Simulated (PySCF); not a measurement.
Atomic charges by several schemes

Species: TTF, C₆H₄S₄.
Geometry (PBE0-D3(BJ)/def2-SVP, Å), atoms numbered from 1 in this order:
```
atom  x, y, z in Å
C1    -3.1841    0.5913    0.0392
C2    -3.1440   -0.7347    0.2284
S3    -1.5804   -1.5065    0.2781
C4    -0.6688   -0.0117    0.0278
C5     0.6813    0.0201   -0.0285
S6     1.6797   -1.4301    0.1435
C7     3.1957   -0.5869   -0.0392
C8     3.1576    0.7392   -0.2285
S9     1.5952    1.5135   -0.2786
S10   -1.6695    1.4370   -0.1438
H11   -4.1001    1.1816   -0.0096
H12   -4.0231   -1.3682    0.3538
H13    4.1108   -1.1786    0.0099
H14    4.0377    1.3713   -0.3536
```

Density: PBE0/pcSseg-1 (PySCF); schemes: Mulliken, IAO, Hirshfeld and ESP-fitted. Isolated species at its PBE0-D3(BJ)/def2-SVP geometry, gas phase.

Problem. For which atoms does the sign change between the 4 schemes (beyond +0.03 e in one, beyond −0.03 e in another)?

Solution. For none.

Problem. Do the Mulliken, IAO, Hirshfeld and ESP-fitted schemes agree on where the charge is highest?

Solution. The schemes don't all agree: Mulliken S3, S9 and S10 (+0.276); IAO S3, S6, S9 and S10 (+0.259); Hirshfeld H11, H12, H13 and H14 (+0.066); ESP-fitted H13 (+0.235).

Problem. At which atom do the 4 schemes differ most?

Solution. At C5: from -0.411 (Mulliken) to -0.035 e (ESP-fitted), 0.376 e apart.

Problem. Give the atomic charges in each scheme.

Solution. In e:

```json
{"atom": "C1", "environment": "alkene CH carbon", "Mulliken": "-0.219", "IAO": "-0.294", "Hirshfeld": "-0.082", "ESP-fitted": "-0.227"}
{"atom": "C2", "environment": "alkene CH carbon", "Mulliken": "-0.219", "IAO": "-0.294", "Hirshfeld": "-0.082", "ESP-fitted": "-0.220"}
{"atom": "S3", "environment": "sulfide sulfur", "Mulliken": "+0.276", "IAO": "+0.259", "Hirshfeld": "+0.060", "ESP-fitted": "+0.040"}
{"atom": "C4", "environment": "fully substituted alkene carbon", "Mulliken": "-0.411", "IAO": "-0.296", "Hirshfeld": "-0.087", "ESP-fitted": "-0.112"}
{"atom": "C5", "environment": "fully substituted alkene carbon", "Mulliken": "-0.411", "IAO": "-0.296", "Hirshfeld": "-0.087", "ESP-fitted": "-0.035"}
{"atom": "S6", "environment": "sulfide sulfur", "Mulliken": "+0.275", "IAO": "+0.259", "Hirshfeld": "+0.060", "ESP-fitted": "+0.037"}
{"atom": "C7", "environment": "alkene CH carbon", "Mulliken": "-0.219", "IAO": "-0.294", "Hirshfeld": "-0.082", "ESP-fitted": "-0.252"}
{"atom": "C8", "environment": "alkene CH carbon", "Mulliken": "-0.219", "IAO": "-0.294", "Hirshfeld": "-0.082", "ESP-fitted": "-0.218"}
{"atom": "S9", "environment": "sulfide sulfur", "Mulliken": "+0.276", "IAO": "+0.259", "Hirshfeld": "+0.060", "ESP-fitted": "+0.029"}
{"atom": "S10", "environment": "sulfide sulfur", "Mulliken": "+0.276", "IAO": "+0.259", "Hirshfeld": "+0.060", "ESP-fitted": "+0.044"}
{"atom": "H11", "environment": "vinylic hydrogen", "Mulliken": "+0.149", "IAO": "+0.183", "Hirshfeld": "+0.066", "ESP-fitted": "+0.226"}
{"atom": "H12", "environment": "vinylic hydrogen", "Mulliken": "+0.149", "IAO": "+0.183", "Hirshfeld": "+0.066", "ESP-fitted": "+0.225"}
{"atom": "H13", "environment": "vinylic hydrogen", "Mulliken": "+0.149", "IAO": "+0.183", "Hirshfeld": "+0.066", "ESP-fitted": "+0.235"}
{"atom": "H14", "environment": "vinylic hydrogen", "Mulliken": "+0.149", "IAO": "+0.183", "Hirshfeld": "+0.066", "ESP-fitted": "+0.227"}
```

Mean size of the charges over all atoms: IAO 0.252 e, Mulliken 0.243 e, ESP-fitted 0.152 e, Hirshfeld 0.072 e. Each set sums to the total charge, 0, to within 0.001 e. The IAO scheme counts the electrons in orthogonalised intrinsic atomic orbitals, a minimal basis polarised so that it spans the occupied orbitals exactly.

Problem. Sum the charges by element.

Solution. 
```csv
element,atoms,Mulliken,IAO,Hirshfeld,ESP-fitted
C,6,-1.698,-1.767,-0.503,-1.063
S,4,+1.102,+1.036,+0.240,+0.150
H,4,+0.596,+0.731,+0.262,+0.913
```

Problem. How many electrons does the Hirshfeld scheme count on C5?

Solution. Z − q = 6 − (-0.087) = 6.087.
